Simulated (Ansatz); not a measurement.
**CH3Cl (chloromethane): PBE-QIDH/def2-TZVPP**

What is the energy change on altering one bond length of CH3Cl (chloromethane) at PBE-QIDH/def2-TZVPP? 

The calculation is run with Ansatz 0.2.0.

44 further runs of the same task are left out: 44 set aside as unsound or not needed.

## 1. The structure to begin with

CH3Cl has 5 atoms, charge 0, and is taken as a singlet. As SMILES, `CCl`. The shape is that of a PBE0-D4/def2-TZVP optimisation.

Bond lengths: C1–Cl2 1.773 Å, C1–H3 1.087 Å, C1–H4 1.088 Å, C1–H5 1.088 Å. Angles: Cl2–C1–H3 108.7°, Cl2–C1–H4 108.7°, Cl2–C1–H5 108.6°, H3–C1–H4 110.3°, H3–C1–H5 110.3°, H4–C1–H5 110.3°.

## 2. A single-point energy at PBE-QIDH/def2-TZVPP

run.yaml

```yaml
basis:
  gaussian:
    orbitals: def2-TZVPP
crystal:
  periodic: [false, false, false]
  atoms:
    - symbol: C
      position_ang: [-0.120900, 0.010000, 0.051300]
    - symbol: Cl
      position_ang: [1.469400, -0.290800, -0.672500]
    - symbol: H
      position_ang: [-0.284800, -0.715400, 0.844700]
    - symbol: H
      position_ang: [-0.880000, -0.097100, -0.720100]
    - symbol: H
      position_ang: [-0.133800, 1.019700, 0.455100]
magnetization:
  spin_polarized: false
  initial_magnetization: 0
hamiltonian:
  xc: {name: PBE-QIDH}
correlation:
  frozen_orbitals: {C: 1, Cl: 5, H: 0}
accuracy: high
output: {orbitals: {seedname: orbitals}}
```

Started as:

```console
$ ansatz run run.yaml --threads 1 --pin off --max-ram 3480MiB --events-out events.jsonl --progress --plain --runs-dir runs
```

Output:

```text
Warning: RAYON_NUM_THREADS=1 ignored (pool sized by the plan → 1); use --threads N
Functional definition: PBE-QIDH
  name "PBE-QIDH"
  parameter a = 3^(-1/3)
  parameter c = 1/3
  exchange = (1 - a)*pbe_x + a*exact_x
  correlation = (1 - c)*pbe_c + c*(mp2_os + mp2_ss)
1908 factors; integrals over basis functions are off by at most 4.0e-9 eV
mean field evaluation 1: about -13596.9535 eV, gradient 1.9e1 eV
mean field evaluation 2: about -13596.9553 eV, gradient 1.9e1 eV
mean field evaluation 4: about -13597.7293 eV, gradient 2.2e0 eV
mean field evaluation 8: about -13597.7402 eV, gradient 1.1e-2 eV
mean field evaluation 16: about -13597.7402 eV, gradient 4.8e-7 eV
mean field -13597.74017575 eV, -499.7077345793 hartree, gradient 3.6e-8 eV, S^2 0.000000; 0 other end points of the search recorded, 0 dependent functions left out
6 core orbitals not correlated: weight in the atoms' cores, before any rotation towards them, 1.000 or more for the frozen orbitals, at most 0.000 for the correlated occupied ones
reference -13597.74017655 eV, -499.7077346089 hartree; 7, 7 occupied and 102, 102 virtual orbitals, 1908 factors
second order -11.41779609 eV of doubles, -0.00000000 eV of singles
Total energy: -13601.54610858 eV, -499.8476000313 hartree
```

Run time: 6 s. Hardware: 1 thread of Arm Neoverse V2, shared host; peak memory 0.29 GiB.

## 3. The distorted shape, same level

in.yaml

```yaml
basis:
  gaussian:
    orbitals: def2-TZVPP
crystal:
  periodic: [false, false, false]
  atoms:
    - {symbol: C, position_ang: [-0.038947, 0.372715, -0.345416]}
    - {symbol: Cl, position_ang: [1.551353, 0.071915, -1.069216]}
    - {symbol: H, position_ang: [-0.284800, -0.715400, 0.844700]}
    - {symbol: H, position_ang: [-0.798047, 0.265615, -1.116816]}
    - {symbol: H, position_ang: [-0.051847, 1.382415, 0.058384]}
hamiltonian:
  xc: {name: PBE-QIDH}
correlation:
  frozen_orbitals: {C: 1, Cl: 5, H: 0}
accuracy: high
output: {orbitals: {seedname: orbitals}}
```

Started as:

```console
$ ansatz run in.yaml --threads 1 --pin off --max-ram 3480MiB --events-out events.jsonl --progress --plain --runs-dir runs
```

Output, shortened:

```text
Warning: RAYON_NUM_THREADS=1 ignored (pool sized by the plan → 1); use --threads N
[... 2 set-up lines as earlier in the session ...]
[...]
1901 factors; integrals over basis functions are off by at most 3.6e-9 eV
[...]
mean field -13595.41767158 eV, -499.6223841257 hartree, gradient 3.3e-8 eV, S^2 0.000000; 0 other end points of the search recorded, 0 dependent functions left out
6 core orbitals not correlated: weight in the atoms' cores, before any rotation towards them, 1.000 or more for the frozen orbitals, at most 0.000 for the correlated occupied ones
reference -13595.41767246 eV, -499.6223841580 hartree; 7, 7 occupied and 102, 102 virtual orbitals, 1901 factors
second order -11.74417970 eV of doubles, -0.00000000 eV of singles
Total energy: -13599.33239903 eV, -499.7662477058 hartree
```

Run time: 6 s. Hardware: 1 thread of Arm Neoverse V2, shared host; peak memory 0.29 GiB.

## 4. Outcome

At PBE-QIDH/def2-TZVPP, 6 core orbitals frozen:

| quantity | value |
| --- | --- |
| first shape: total energy | -499.84760 Eh |
| first shape: HOMO energy (SCF part's orbitals) | -10.68 eV |
| first shape: LUMO energy (SCF part's orbitals) | 2.70 eV |
| first shape: HOMO–LUMO gap (SCF part's orbitals) | 13.37 eV |
| distorted shape: total energy | -499.76625 Eh |
| distorted shape: HOMO energy (SCF part's orbitals) | -10.15 eV |
| distorted shape: LUMO energy (SCF part's orbitals) | 1.10 eV |
| distorted shape: HOMO–LUMO gap (SCF part's orbitals) | 11.25 eV |
| energy change with the C1–H3 bond stretched from 1.087 to 1.631 Å | 2.214 eV |

With the C1–H3 bond stretched from 1.087 to 1.631 Å the energy rises by 2.21 eV (51 kcal/mol). The first shape isn't relaxed at this level, so the change isn't measured from a minimum.
